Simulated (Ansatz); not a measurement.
# NaCl (SMILES [Na][Cl]) at 6 levels

Wanted: a comparison of 6 runs (B2PLYP/STO-3G, UPBE0/STO-3G, BCCD(T)/STO-3G, CCSD/STO-3G, UCCSD(T)/STO-3G, FCI/STO-3G) of NaCl. 

The calculation is run with Ansatz 0.2.0.

27 further runs of the same task are left out: 3 that didn't finish, 24 set aside as unsound or not needed.

## Step 1: The structure to begin with

The species is NaCl (2 atoms), meant as a singlet with charge 0. As SMILES, `[Na][Cl]`. The Cl2–Na1 distance was set to 4.716 Å, away from the relaxed value.

## Step 2: A single-point energy at B2PLYP/STO-3G (run 1)

Contents of input.yaml:

```yaml
crystal:
  periodic: [false, false, false]
  atoms:
    - {symbol: Na, position_ang: [-2.998315, 0.972405, -1.555008]}
    - {symbol: Cl, position_ang: [1.019100, -0.364200, 0.521000]}
basis:
  gaussian: {orbitals: STO-3G}
hamiltonian: {xc: {name: B2PLYP}}
correlation: {frozen_orbitals: {Cl: 5, Na: 1}}
accuracy: high
```

On the command line:

```sh
$ ansatz run input.yaml --threads 1 --pin off --max-ram 2610MiB --events-out events.jsonl --progress --plain --runs-dir runs
```

Log:

```text
Warning: RAYON_NUM_THREADS=1 ignored (pool sized by the plan → 1); use --threads N
Functional definition: B2PLYP
  name "B2PLYP"
  parameter a = 0.53
  parameter c = 0.27
  exchange = (1 - a)*b88_x + a*exact_x
  correlation = (1 - c)*lyp_c + c*(mp2_os + mp2_ss)
261 factors; integrals over basis functions are off by at most 3.7e-9 eV
mean field evaluation 1: about -16737.1468 eV, gradient 1.3e1 eV
mean field evaluation 2: about -16737.1477 eV, gradient 1.3e1 eV
mean field evaluation 4: about -16737.4417 eV, gradient 1.1e-1 eV
mean field evaluation 8: about -16737.4433 eV, gradient 4.6e-3 eV
mean field evaluation 16: about -16737.4433 eV, gradient 1.1e-7 eV
mean field evaluation 32: about -16737.3068 eV, gradient 1.7e0 eV
mean field -16737.44332319 eV, -615.0896970807 hartree, gradient 1.3e-8 eV, S^2 0.000000; 4 other end points of the search recorded, 0 dependent functions left out
6 core orbitals not correlated: weight in the atoms' cores, before any rotation towards them, 1.000 or more for the frozen orbitals, at most 0.000 for the correlated occupied ones
reference -16737.44334106 eV, -615.0896977375 hartree; 8, 8 occupied and 4, 4 virtual orbitals, 261 factors
second order -1.26247032 eV of doubles, -0.00000000 eV of singles
Total energy: -16737.78420805 eV, -615.1022243682 hartree
```

Wall time 0.79 s (1 thread of Intel Xeon 6975P-C (Granite Rapids), shared host); peak memory 0.11 GiB.

## Step 3: A single-point energy at UPBE0/STO-3G (run 2)

input.yaml: that of step 2 with these lines changed.

```diff
@@ -7,4 +7,4 @@
   gaussian: {orbitals: STO-3G}
-hamiltonian: {xc: {name: B2PLYP}}
-correlation: {frozen_orbitals: {Cl: 5, Na: 1}}
+magnetization: {spin_polarized: true, initial_magnetization: 0}
+hamiltonian: {xc: {name: PBE0}}
 accuracy: high
```

On the command line:

```sh
$ ansatz run input.yaml --threads 1 --pin off --max-ram 2610MiB --events-out events.jsonl --progress --plain --runs-dir runs
```

Log:

```text
Warning: RAYON_NUM_THREADS=1 ignored (pool sized by the plan → 1); use --threads N
Functional definition: PBE0
  name "PBE0"
  parameter a = 0.25
  parameter kappa = 0.804
  parameter beta = 0.06672455060314922
  exchange = (1 - a)*pbe_x(kappa = kappa, mu = beta*pi^2/3) + a*exact_x
  correlation = pbe_c(beta = beta)
261 factors; integrals over basis functions are off by at most 3.7e-9 eV
mean field evaluation 1: about -16738.3262 eV, gradient 1.1e1 eV
mean field evaluation 2: about -16707.5332 eV, gradient 2.1e1 eV
mean field evaluation 4: about -16708.2719 eV, gradient 1.6e1 eV
mean field evaluation 8: about -16738.6091 eV, gradient 6.4e0 eV
mean field evaluation 16: about -16738.8376 eV, gradient 1.8e-5 eV
mean field evaluation 32: about -16738.8379 eV, gradient 8.0e-2 eV
mean field evaluation 64: about -16708.4269 eV, gradient 1.5e1 eV
mean field -16738.85467861 eV, -615.1415634357 hartree, gradient 4.4e-8 eV, S^2 0.107197; 4 other end points of the search recorded, 0 dependent functions left out
reference -16738.85468003 eV, -615.1415634879 hartree; 14, 14 occupied and 4, 4 virtual orbitals, 261 factors
Total energy: -16738.85468003 eV, -615.1415634879 hartree
```

It took 3.6 s on 1 thread of Intel Xeon 6975P-C (Granite Rapids), shared host; peak memory 0.14 GiB.

## Step 4: The energy at BCCD(T)/STO-3G (run 3)

Contents of molecule.yaml:

```yaml
basis:
  gaussian:
    orbitals: STO-3G
crystal:
  periodic: [false, false, false]
  atoms:
    - {symbol: Na, position_ang: [-2.998315, 0.972405, -1.555008]}
    - {symbol: Cl, position_ang: [1.019100, -0.364200, 0.521000]}
scf:
  omitted_lower_state_checks: [cluster_reference, increment]
correlation:
  method: bccd_t
  frozen_orbitals: {Cl: 5, Na: 1}
total_charge: 0
accuracy: high
```

On the command line:

```sh
$ ansatz run molecule.yaml --threads 1 --pin off --max-ram 2610MiB --events-out events.jsonl --progress --plain --runs-dir runs
```

Log, shortened:

```text
Warning: RAYON_NUM_THREADS=1 ignored (pool sized by the plan → 1); use --threads N
Functional definition: HF
  name "HF"
[...]
261 factors; integrals over basis functions are off by at most 3.7e-9 eV
[...]
mean field -16718.05841271 eV, -614.3773147602 hartree, gradient 2.4e-8 eV, S^2 0.000000; 0 other end points of the search recorded, 0 dependent functions left out
6 core orbitals not correlated: weight in the atoms' cores, before any rotation towards them, 1.000 or more for the frozen orbitals, at most 0.000 for the correlated occupied ones
reference -16718.05841271 eV, -614.3773147602 hartree; 8, 8 occupied and 4, 4 virtual orbitals, 261 factors
second order -1.03400299 eV of doubles, -0.00000000 eV of singles
cycle   1  -1.03066546 eV  change    3.3e-3 eV  update   2.3e-2
[...]
cycle  15  -1.05630494 eV  change  -1.6e-10 eV  update  3.5e-10
perturbative correction -0.05345676 eV, -0.0019644996 hartree
Total energy: -16719.16817442 eV, -614.4180977505 hartree
Checks for a lower state left out: cluster_reference, increment
```

Run time: 0.18 s. Hardware: 1 thread of Intel Xeon 6975P-C (Granite Rapids), shared host.

Runs 4 to 5 aren't shown in full; the table further down has their settings and results.

## Step 5: A single-point energy at FCI/STO-3G (run 6)

Contents of run.yaml:

```yaml
crystal:
  periodic: [false, false, false]
  atoms:
    - {symbol: Na, position_ang: [-2.998315, 0.972405, -1.555008]}
    - {symbol: Cl, position_ang: [1.019100, -0.364200, 0.521000]}
basis:
  gaussian:
    orbitals: STO-3G
correlation:
  method: fci
  frozen_orbitals: {Cl: 5, Na: 1}
accuracy: high
```

On the command line:

```sh
$ ansatz run run.yaml --threads 1 --pin off --max-ram 2610MiB --events-out events.jsonl --progress --plain --runs-dir runs
```

Log:

```text
Warning: RAYON_NUM_THREADS=1 ignored (pool sized by the plan → 1); use --threads N
[... 2 set-up lines as earlier in the session ...]
  exchange = exact_x
  correlation = 0
261 factors; integrals over basis functions are off by at most 3.7e-9 eV
mean field evaluation 1: about -16717.8457 eV, gradient 1.1e1 eV
mean field evaluation 2: about -16717.8473 eV, gradient 1.1e1 eV
mean field evaluation 4: about -16718.0578 eV, gradient 1.4e-1 eV
mean field evaluation 8: about -16718.0584 eV, gradient 3.0e-4 eV
mean field -16718.05841271 eV, -614.3773147602 hartree, gradient 2.4e-8 eV, S^2 0.000000; 0 other end points of the search recorded, 0 dependent functions left out
6 core orbitals not correlated: weight in the atoms' cores, before any rotation towards them, 1.000 or more for the frozen orbitals, at most 0.000 for the correlated occupied ones
reference -16718.05841271 eV, -614.3773147602 hartree; 8, 8 occupied and 4, 4 virtual orbitals, 261 factors
state -16719.16334699 eV, -614.4179203460 hartree
Total energy: -16719.16334699 eV, -614.4179203460 hartree
```

Wall time 0.6 s (1 thread of Intel Xeon 6975P-C (Granite Rapids), shared host).

## Step 6: All runs side by side

| run | level | frozen core orbitals | energy (Eh) | wall time |
| --- | --- | --- | --- | --- |
| 1 | B2PLYP/STO-3G | 6 | -615.102224 | 0.79 s |
| 2 | UPBE0/STO-3G | – | -615.141563 | 3.6 s |
| 3 | BCCD(T)/STO-3G | 6 | -614.418098 | 0.18 s |
| 4 | CCSD/STO-3G | 6 | -614.416430 | 0.16 s |
| 5 | UCCSD(T)/STO-3G | 6 | -614.418066 | 0.26 s |
| 6 | FCI/STO-3G | 6 | -614.417920 | 0.6 s |

## Step 7: What came out

| quantity | value |
| --- | --- |
| run 6: total energy | -614.41792 Eh |
| run 6: correlation energy (6 core orbitals frozen) | -40.6 mEh |

Against full CI in this basis: BCCD(T) -0.2 mEh; CCSD +1.5 mEh; UCCSD(T) -0.1 mEh. Totals of different functionals can't be ranked against each other. In runs 1, 2, 3, 4, 5, 6 the basis is minimal, so the values are rough. Spin contamination of the reference: run 2 ⟨S²⟩ = 0.11. All runs together took 5.6 s, the longest 3.6 s.
